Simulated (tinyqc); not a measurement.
Ways to converge the cycle: SCF convergence aids in the sto-6g basis, for CH4, spin multiplicity 1. Computed by the program tinyqc with PySCF. RHF with one setting changed at a time; a run stops when the energy changes by less than 1e-09 hartree and the error matrix is below 1e-5. The start is the core Hamiltonian. Damping d keeps d of the old density; a shift (hartree) raises the virtual levels; DIIS n extrapolates F over n matrices.

Geometry (angstrom):
```
atom        x        y        z
C      0.0000   0.0000   0.0000
H      0.6120   0.6120   0.6120
H      0.6120  -0.6120  -0.6120
H     -0.6120   0.6120  -0.6120
H     -0.6120  -0.6120   0.6120
```

lowest restricted solution found by these runs and by PySCF = -40.109513 hartree

Largest element of the error matrix X^T (FDS - SDF) X:
```
iteration    plain  damping 0.3  damping 0.6  shift 0.4   DIIS 3   DIIS 8
1          6.2e-01      6.2e-01      6.2e-01    6.2e-01  6.2e-01  6.2e-01
2          2.3e-01      1.3e-01      3.7e-01    1.2e-01  2.3e-01  2.3e-01
3          3.2e-02      4.6e-02      2.1e-01    2.4e-02  2.4e-02  2.4e-02
4          4.5e-03      2.0e-02      1.2e-01    3.7e-03  2.1e-03  2.1e-03
5          9.7e-04      7.5e-03      6.8e-02    1.5e-03  2.2e-04  2.9e-04
6          1.3e-04      2.7e-03      3.9e-02    6.6e-04  4.4e-06  3.3e-06
8          4.1e-06      3.4e-04      1.3e-02    1.1e-04        -        -
10               -      7.5e-05      5.4e-03    1.7e-05        -        -
14               -      3.7e-06      1.0e-03          -        -        -
20               -      4.0e-08      7.1e-05          -        -        -
30               -            -      1.8e-06          -        -        -
```

How each run ends:
```
run          iterations  E (hartree)         state
plain                 9    -40.10951  lowest found
damping 0.3          21    -40.10951  lowest found
damping 0.6          44    -40.10951  lowest found
shift 0.4            11    -40.10951  lowest found
DIIS 3                7    -40.10951  lowest found
DIIS 8                7    -40.10951  lowest found
```

What does the comparison show, and why?

6 of 6 runs reach the lowest restricted solution found, in 7 to 44 iterations (fastest: DIIS 3, DIIS 8). Plain steps already contract here, so damping only slows them. DIIS 3 and DIIS 8 gain by cancelling the error over several earlier matrices, much as a quasi-Newton step does.
